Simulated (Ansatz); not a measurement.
# SiH₂O₂: how energies converge with the basis set

One table from this session's results is given with a row withheld; the runs are named, their logs left out.

Program: Ansatz 0.2.0, Gaussian basis. Level of theory: one geometry, several basis sets. These are calculated values, not measurements.

The runs, in order: PBE0-D4/def2-SVP; ωB97M-V/def2-SVP; PBE0-D4/def2-QZVPP; ωB97M-V/def2-QZVPP; the functionals' def2-TZVPP values are taken from earlier runs.

### Structure used throughout

All runs share one geometry, relaxed beforehand with PBE0-D4 in a triple-zeta def2 set.

SMILES `O[Si]O`, 5 atoms, charge 0, spin multiplicity 1.

Atoms are counted from 1 here; the program's logs count them from 0.

Bond lengths: O1–Si2 1.642 Å, O1–H4 0.964 Å, Si2–O3 1.663 Å, O3–H5 0.960 Å. Angles: Si2–O1–H4 117.5°, O1–Si2–O3 99.4°, Si2–O3–H5 116.1°.

Set-up of the first run:

Contents of in.yaml:

```yaml
crystal:
  periodic: [false, false, false]
  atoms:
    - {symbol: O, position_ang: [-1.443215, -0.105619, -0.275034]}
    - {symbol: Si, position_ang: [-0.212035, -0.791307, 0.567690]}
    - {symbol: O, position_ang: [1.035984, 0.187496, 0.068585]}
    - {symbol: H, position_ang: [-1.231874, 0.648926, -0.836057]}
    - {symbol: H, position_ang: [1.901141, -0.013096, 0.433418]}
basis:
  gaussian: {orbitals: def2-SVP}
hamiltonian: {xc: pbe0, dispersion: d4}
output: {orbitals: {seedname: orbitals}}
```

Among the steps run: PBE0-D4 in def2-SVP; ωB97M-V in def2-SVP; PBE0-D4 in def2-QZVPP; ωB97M-V in def2-QZVPP.

One table of the session follows, with a row left open; its other results are not shown here.

It belongs to the step «Functionals by basis». 

| functional | basis | HOMO (eV) |
| --- | --- | --- |
| PBE0-D4 | def2-SVP | -6.93 |
| PBE0-D4 | def2-TZVPP | -7.10 |
| PBE0-D4 | def2-QZVPP | -7.16 |
| ωB97M-V | def2-SVP | -9.07 |
| ωB97M-V | def2-TZVPP | ? |
| ωB97M-V | def2-QZVPP | -9.33 |

**Question.** Estimate the row for ωB97M-V, def2-TZVPP.

As computed: HOMO (eV): -9.26. In the column «HOMO (eV)» it lies between ωB97M-V, def2-QZVPP (-9.33) and ωB97M-V, def2-SVP (-9.07).
